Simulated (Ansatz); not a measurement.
Zinc-blende ZnSe: LDA at its full settings (plane-wave cutoff 520 eV, 10×10×10 k mesh, Fermi–Dirac smearing 0.01 eV, scalar-relativistic PAW data made under PBE) and at cheaper ones, in a cell of 2 atoms with Γ-centred meshes.

| level and setting | lattice constant a (Å) | bulk modulus B0 (GPa) |
|---|---|---|
| LDA (Ansatz) | 5.567 | 71.6 |
| LDA (2×2×2 k mesh) (Ansatz) | (withheld) | (withheld) |
| LDA (4×4×4 k mesh) (Ansatz) | 5.578 | 71.1 |

Task: Fill in the missing entries.

Result: 
- LDA (2×2×2 k mesh) (Ansatz, a first-principles code), lattice constant a (Å): 5.739
- LDA (2×2×2 k mesh) (Ansatz), bulk modulus B0 (GPa): 57.9

Largest shifts from the full settings: lattice constant a +3.09 % (LDA (2×2×2 k mesh)), against a difference of -1.78 % of the full result from the reference 5.668 Å (measured, room temperature, no zero-point or thermal correction; as tabulated in Albrecht et al. (1997), arXiv:cond-mat/9706128); bulk modulus -19.1 % (LDA (2×2×2 k mesh)), against a difference of +14.7 % of the full result from the reference 62.4 GPa (measured, temperature not stated, no zero-point or thermal correction, sources range from 62.4 to 69.3; as tabulated in Toher et al. (2017), arXiv:1611.05714).

Ansatz's density-functional and Hartree–Fock values are scalar-relativistic unless marked +SOC, with PAW data made under PBE.

Run with cheap settings on purpose, which may leave them unconverged: LDA (2×2×2 k mesh), LDA (4×4×4 k mesh).
